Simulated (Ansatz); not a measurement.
# CH4Si+ (quartet): from Hartree-Fock to the top rungs, cc-pVTZ

Aim: climb from Hartree-Fock through coupled cluster and multireference methods for CH4Si+ (quartet) at one geometry and basis, and see what each rung misses.

Computed with Ansatz 0.2.0, Gaussian basis. Level: cc-pVTZ, correlated electrons: outside noble gas.

The runs, in order: UHF; CCSD(T) on ROHF; CCSD(T) on UHF; BCCD(T) on ROHF; CCSDT(Q) on ROHF; CCSDT(Q) on UHF; CASSCF and NEVPT2, 11 electrons in 12 orbitals.

### Step 1. The system

The geometry is a PBE0/def2-TZVP stationary point (not a proven minimum) of the parent state, kept for this charge and spin.

6 atoms, charge 1, spin multiplicity 4.

Atoms are counted from 1 here; the program's logs count them from 0.

Bond lengths: Si1–C2 1.885 Å, Si1–H3 1.491 Å, C2–H4 1.091 Å, C2–H5 1.093 Å, C2–H6 1.093 Å. Angles: C2–Si1–H3 119.0°, Si1–C2–H4 109.8°, Si1–C2–H5 110.6°, Si1–C2–H6 110.6°, H4–C2–H5 108.2°, H4–C2–H6 108.2°, H5–C2–H6 109.3°.

In the tables R marks a restricted open-shell determinant and U an unrestricted one; 'valence' is the active space of 11 electrons in 12 orbitals; correlation energies count from the lowest restricted Hartree-Fock solution.

### Step 2. UHF

Contents of in.yaml:

```yaml
crystal:
  periodic: [false, false, false]
  atoms:
    - {symbol: Si, position_ang: [0.000000, -0.086402, 0.646481]}
    - {symbol: C, position_ang: [0.000000, 0.079187, -1.230736]}
    - {symbol: H, position_ang: [0.000000, 1.148798, 1.480897]}
    - {symbol: H, position_ang: [0.000000, -0.911108, -1.689492]}
    - {symbol: H, position_ang: [0.890815, 0.613122, -1.569773]}
    - {symbol: H, position_ang: [-0.890815, 0.613122, -1.569773]}
basis:
  gaussian: {orbitals: cc-pVTZ}
total_charge: 1
magnetization: {spin_polarized: true, initial_magnetization: 3}
hamiltonian: {xc: hf}
output: {orbitals: {seedname: orbitals}}
```

Started as:

```
$ ansatz run in.yaml --threads 1 --pin off --events-out ev --progress --plain --max-ram 4096MiB --backend cpu
```

After this run come: CCSD(T) on ROHF; CCSD(T) on UHF; BCCD(T) on ROHF; CCSDT(Q) on ROHF; CCSDT(Q) on UHF; CASSCF and NEVPT2, 11 electrons in 12 orbitals.

Before running them: what should the planned runs give, taken together? Wanted: correlation energy, UCCSDT(Q); RMP2 from UCCSDT(Q); UMP2 from UCCSDT(Q); RCCSD from UCCSDT(Q); RCCSD(T) from UCCSDT(Q); UCCSD(T) from UCCSDT(Q); RCCSDT(Q) from UCCSDT(Q); NEVPT2 valence from UCCSDT(Q); T1 diagnostic.

The runs gave:

| quantity | value |
| --- | --- |
| correlation energy, UCCSDT(Q) | -7.7200 eV |
| RMP2 from UCCSDT(Q) | +130.4 kJ/mol |
| UMP2 from UCCSDT(Q) | +127.4 kJ/mol |
| RCCSD from UCCSDT(Q) | +31.7 kJ/mol |
| RCCSD(T) from UCCSDT(Q) | +5.1 kJ/mol |
| UCCSD(T) from UCCSDT(Q) | +4.8 kJ/mol |
| RCCSDT(Q) from UCCSDT(Q) | +0.4 kJ/mol |
| NEVPT2 valence from UCCSDT(Q) | +115.7 kJ/mol |
| levels of the table within 1 kcal/mol (43 meV) | RCCSDT, UCCSDT, RCCSDT(Q) |
| T1 diagnostic | 0.045 |
| effectively unpaired electrons | 3.02 |

**Reading.** RCCSD(T) lands +5.1 kJ/mol from the yardstick (0.7 % of the correlation energy). The occupations are near whole numbers, but T1 = 0.045 shows that the orbitals relax strongly. These misses are within one basis, not against nature; the frozen cores of restricted and unrestricted runs differ, which can shift their rows.
